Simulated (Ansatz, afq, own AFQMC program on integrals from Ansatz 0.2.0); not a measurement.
# AFQMC, coupled cluster and functionals along a coordinate of GeH2, singlet

```xyz
3

Ge    0.0000   -0.0303    0.0000
H     0.0000    1.0906   -1.1335
H     0.0000    1.0906    1.1335
```

The Ge1–H3 distance is changed with both sides rigid. Energies in kcal/mol count from this geometry (1.594 Å) at the same level; the start stands on RHF, each point on the determinant named.

Basis cc-pVDZ. Noble-gas cores (and the filled d shells of Ga–Kr and In–Xe) are frozen. AFQMC by an in-house program on the Cholesky factors that Ansatz 0.2.0 writes for its CCSD(T) run. ph-AFQMC/CISD is guided by a CISD state made of CCSD amplitudes; releasing the constraint for a short imaginary time cuts its bias at the price of noise, slowly where states lie close. Error bars are statistical, one sigma. No spin–orbit coupling.

Cautions, each for one point or more: higher spins were not checked; inner d shell frozen; no relativity below Rb; no spin-orbit coupling; restricted determinant unstable towards unrestricted; strong correlation.

```csv
r(Ge1–H3) / Å,det.,T1,weight,CCSD,wB97M-V,CCSD(T)
1.410,RHF,0.012,0.92,7.6,6.9,7.6
1.765,RHF,0.014,0.91,3.5,3.9,3.4
2.253,RHF,0.024,0.88,29.3,31.9,28.7
2.895,RHF,0.059,0.78,57.7,63.4§,55.2
```

**Question.** Estimate the curve of full CI, counted from the same start.

**Answer.** 
```
r(Ge1–H3) / Å  det.     T1  weight   FCI  ph-AFQMC/CISD  released AFQMC  CCSDT(Q)
        1.410   RHF  0.012    0.92   7.7     7.6 ± 0.05      7.7 ± 0.03       7.7
        1.765   RHF  0.014    0.91   3.3     3.3 ± 0.05      3.3 ± 0.03       3.3
        2.253   RHF  0.024    0.88  28.5    28.7 ± 0.07     28.6 ± 0.05      28.5
        2.895   RHF  0.059    0.78  55.1    56.2 ± 0.09               –      55.1
```

Weight is that of the determinant in the CISD state; at the start T1 is 0.013 and the weight 0.92. Symmetry can't show for every point that it stays on the start's state. A dash marks a missing value, a released energy that hasn't settled or a functional that sits on another state. § marks a functional whose ⟨S²⟩ is too high by over 0.1. Largest departures from full CI: CCSD(T) 0.2 kcal/mol at 2.253 (on RHF), ph-AFQMC/CISD 1.1 kcal/mol at 2.895 (on RHF), released AFQMC 0.1 kcal/mol at 2.253 (on RHF), CCSDT(Q) 0.0 kcal/mol at 2.895 (on RHF), CCSD 2.6 kcal/mol at 2.895 (on RHF). The functionals aren't scored here. In this small basis the wave-function levels are far from their limit, so their gap to the functionals isn't the functionals' error.

CCSDT and higher add their correlation energy to the determinant of the CCSD(T) run, since their own runs factorise the integrals more tightly (a shift of under 2 meV). A walk keeps the symmetry of its determinant, which the program's search chose and which needn't be the lowest solution, so a lower state of the same spin and another symmetry isn't excluded. Released energies are given only where the last usable release times agree within the noise; a slower fall can still hide under it.
